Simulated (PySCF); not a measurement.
**Unknown compound**

Molecular formula: C3H2O3. Simulated spectra:

1H NMR (400 MHz, computed): δ 6.99 (s, 2H).

13C{1H} NMR (computed): δ 154.8, 136.0.

Non-relativistic Hamiltonian, isolated molecule, one computed conformer, averaged over atoms made equivalent by symmetry, fast rotation or ring inversion. B3LYP/pcJ-1 coupling constants; PBE0-D3(BJ)/def2-SVP structure; shielding tensors at PBE0/pcSseg-1 (GIAO); PySCF.

δ = σ(ref) − σ, references computed at the same level: TMS for 1H, 13C.

Deduce the structure.

## Answers


- Rings plus π bonds: 3 (1 ring in the answer).
- 2 carbon signals for 3 carbons: some carbons are equivalent by symmetry or fast rotation.
- Carbon types of the structure: 1 × C, 2 × CH, which accounts for all hydrogens.
- δC 154.8: ring carbonyl carbon.
- δC 136.0: unsaturated ring CH.
- δH 6.99: hydrogen on a unsaturated ring CH.

The compound is vinylene carbonate (SMILES O=c1occo1).

This is the structure that produced the data.

Shifts are as computed. Against solution values, carbons near 30 ppm lie about +2 ppm off and those near 130 ppm about +5 ppm. Of 1211 compounds with measured shifts, 218 miss one by over three times the rms of a fit or turn the order of signals round; such compounds aren't used in these exercises.
